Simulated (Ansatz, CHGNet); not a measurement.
For rock-salt NbC, the machine-learned potential CHGNet 0.3.0 (trained on PBE and PBE+U data) gives:

equilibrium lattice constant a: 4.506 Å
elastic constant C11: 446 GPa
elastic constant C44: 72.7 GPa
polycrystal shear modulus: 85.0 GPa

### Question
What does PBE-D3(BJ) (PAW; Ansatz, a quantum-chemistry and plane-wave program) give for the same quantities?

### Answer

- lattice constant a: 4.450 Å (shrinks by 1.2 %)
- elastic constant C11: 712 GPa (grows by 60 %)
- elastic constant C44: 174 GPa (increases by 140 %)
- Voigt–Reuss–Hill shear modulus: 216 GPa (increases by 150 %)

For comparison: lattice constant a 4.47 Å (measured, temperature not stated, not corrected to a static lattice; as tabulated in Zhang et al. (2018), doi:10.1088/1367-2630/aac7f0); elastic constant C11 620 GPa (measured, temperature not stated, not corrected to a static lattice; as tabulated in Wu et al. (2005), arXiv:cond-mat/0412374); elastic constant C44 150 GPa (measured, temperature not stated, not corrected to a static lattice; as tabulated in Wu et al. (2005), arXiv:cond-mat/0412374).

Changes are worked out from the printed values.

Unless a cell is named, each level is at its own relaxed cell (CHGNet 0.3.0 11.44, PBE-D3(BJ) 11.01 Å³/atom).

Caveats: the dispersion coefficients are held fixed in the derivatives (PBE-D3(BJ)). Ansatz's density-functional and Hartree–Fock values are scalar-relativistic unless marked +SOC, with PAW data made under PBE.
